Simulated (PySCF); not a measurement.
Compound: cyclopentadienone, C₅H₄O.
Z-matrix (Å and degrees, PBE0-D3(BJ)/def2-SVP geometry), rows numbered from 1:
```
O 
C   1  1.2045
C   2  1.5060  1  127.02
C   3  1.3407  2  107.21  1   179.95
C   4  1.4958  3  109.81  2    -0.01
C   5  1.3407  4  109.83  3     0.02
H   3  1.0887  2  123.66  1    -0.05
H   4  1.0912  3  126.76  2  -179.98
H   5  1.0912  4  123.42  3  -179.98
H   6  1.0887  2  123.66  1     0.05
```

Probes without a nucleus sit at each ring's centroid and 1 Å off its mean plane on both sides; NICS is minus the shielding there, NICSzz its component along the normal. Level: GIAO HF/pcSseg-2 (PySCF, non-relativistic, gas phase) on the PBE0-D3(BJ)/def2-SVP geometry, one conformer.

Ring bond lengths (Å): C2–C3 1.506, C3–C4 1.341, C4–C5 1.496, C5–C6 1.341, C6–C2 1.506.

Task: What do the NICS probes read (ppm)?

Result: 
```tsv
ring	type	NICS(0)	NICS(1), two faces	NICS(1)zz, two faces	rms pucker (Å)	centre to ring atoms, mean (Å)
C2–C3–C4–C5–C6	5-membered carbocycle; formal bonds 2 double, 3 single	9.4	3.4 / 3.4	11.0 / 11.0	0.00	1.22
```

Task: What do they say, and how far can they be read as aromaticity?

Result: 
- C2–C3–C4–C5–C6: mean NICS(1)zz 11.0 ppm, deshielded. That is too small in size for a clear verdict by the NICS criterion. NICS(0) lies 6 ppm above the mean NICS(1).

Task: How equal are the bonds by HOMA? HOMA = 1 − mean of α(R − Ropt)² over the ring bonds, with Krygowski's 1993 parameters (CC: Ropt 1.388 Å, α 257.7 Å⁻²).

Result: 
- C2–C3–C4–C5–C6: HOMA -1.27 = 1 − EN − GEO, with mean bond length 1.438 Å, EN = α(Ropt − mean)² = 0.640 and GEO = α × variance = 1.625. The geometric and the magnetic index point the same way.

Task: What is the mean of the two in-plane components of NICS at the second NICS(1) probe listed for ring C2–C3–C4–C5–C6, 1 Å off the ring?

Result: The isotropic value is a third of the trace: (3 × 3.4 − (11.0))/2 = -0.4 ppm.

Task: List the ring angles.

Result: 
- C2–C3–C4–C5–C6: C2 106.0°, C3 107.2°, C4 109.8°, C5 109.8°, C6 107.2°; sum 540.0° against 540° for a flat convex ring.

Task: What are the shieldings of the ring atoms and their hydrogens in the same run (means over atoms taken as equivalent)?

Result: 
```tsv
atoms	environment	σ isotropic (ppm)	principal values of the symmetric part, first atom (ppm)
C2	ketone carbonyl carbon	-15.8	-108.6, -18.2, 79.5
C3 (×2)	alkene CH carbon	61.3	-77.3, 109.5, 151.6
C4 (×2)	alkene CH carbon	34.2	-114.7, 61.0, 156.3
H7 (×2)	vinylic hydrogen	25.80	22.9, 25.1, 29.4
H8 (×2)	vinylic hydrogen	24.37	21.0, 24.6, 27.5
```

Task: How do the values depend on the level or the medium?

Result: 
```json
{"level": "HF/pcSseg-2, gas", "NICS(0), C2–C3–C4–C5–C6": "9.4", "mean NICS(1)zz, C2–C3–C4–C5–C6": "11.0"}
{"level": "PBE0/pcSseg-1, gas", "NICS(0), C2–C3–C4–C5–C6": "10.8", "mean NICS(1)zz, C2–C3–C4–C5–C6": "12.5"}
```

The geometry is the same throughout.
